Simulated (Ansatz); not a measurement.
Isolated molecules relaxed with PBE0-D4/def2-TZVP in Ansatz; ΔE leaves out vibrations. CCSD(T)/CBS is frozen-core, at the limit of the def2 triple- and quadruple-zeta sets. Functionals use def2-TZVPP. HSE06 is defined as in plane-wave codes.

NH₃ + H⁺ → `[NH4+]`  (protonation)

(1) Is it downhill or uphill in electronic energy at CCSD(T)/CBS, and by how much? (An estimate is asked.)

(2) What do these levels give: revPBE-D4, BLYP-D4, r2SCAN-D4, B97M-V, HSE06-D4, ωB97M-V, BHLYP, RPA@PBE/def2-TZVPP, CCSD/def2-TZVPP, CCSD/CBS(def2), HF/cc-pV(T+d)Z, MP2/CBS(cc)? (An estimate is asked.)

(3) What do rigid-rotor, harmonic-oscillator terms from PBE0-D4/def2-TZVP frequencies (298.15 K, 1 bar) make of the CCSD(T)/CBS value? (Estimate.)

Largest T1 diagnostic among the species: 0.006.

Results:

(1) The calculation gave: Downhill: ΔE = -885.6 kJ/mol.

(2) Ansatz gave: revPBE-D4 -894.0, BLYP-D4 -882.4, r2SCAN-D4 -894.0, B97M-V -891.1, HSE06-D4 -895.4, ωB97M-V -880.6, BHLYP -895.0, RPA@PBE/def2-TZVPP -904.5, CCSD/def2-TZVPP -896.7, CCSD/CBS(def2) -890.0, HF/cc-pV(T+d)Z -909.1, MP2/CBS(cc) -882.3 kJ/mol.

(3) The calculation gave: ΔZPE = +39.9 kJ/mol, ΔH = -852.0 kJ/mol, ΔS = -115 J/(mol·K), ΔG = -817.6 kJ/mol.

Leaving LDA and LC-ωPBE aside and taking each functional with its dispersion term where it has one, the values, not all of them listed here, spread over 17.0 kJ/mol, from PBE-QIDH to ωB97M-V. LDA lies +18.1 kJ/mol from PBE without D4. At CCSD(T), def2-SVP lies −39.6 kJ/mol from the extrapolated value and def2-TZVPP −8.2 kJ/mol.
